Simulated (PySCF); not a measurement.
Problem. Give a PBE0-D3(BJ)/def2-SVP geometry of InChI=1S/C3H4NS/c1-3(5)2-4/h2H,1H3. (Doublet state.)

Solution. 
```xyz
9
C3H4NS angstrom
C     -1.057    0.115    0.077
C      0.301    0.595   -0.313
S      0.586    1.851   -1.304
C      1.456   -0.153    0.269
N      1.319   -1.133    1.036
H     -1.838    0.715   -0.404
H     -1.173   -0.946   -0.198
H     -1.169    0.161    1.173
H      2.463    0.207   -0.017
```

Any rigid rotation of these coordinates is as good. Atoms count from 1 in this order. The 5 heavy atoms lie in one plane (0.001 Å rms). C4 (carbon bonded to C, N and H) is planar (angles 123.1°, 120.8° and 116.1°, sum 360.0°, 0.00 Å off the plane of its three neighbours). C2 (carbon bonded to 2 C and S) is planar (angles 124.6°, 119.3° and 116.1°, sum 360.0°, 0.00 Å off the plane of its three neighbours). Of the pairs four or more bonds apart, N5···H7 is among the closest relative to their van der Waals radii: 2.79 Å, 101 % of the sum of Bondi's values.

Bonds between heavy atoms (Å): C1–C2 1.492, C2=S3 1.625, C2–C4 1.494, C4=N5 1.252.

Computed with PBE0-D3(BJ)/def2-SVP geometry optimisation, gas phase in PySCF.

Point group: Cs (tolerance 0.08 Å). Stationary, but not proved a minimum. ⟨S²⟩ = 0.773 (exact for a doublet: 0.75). Torsions: C1–C2–C4–N5 0°.

One conformer stands for the species.
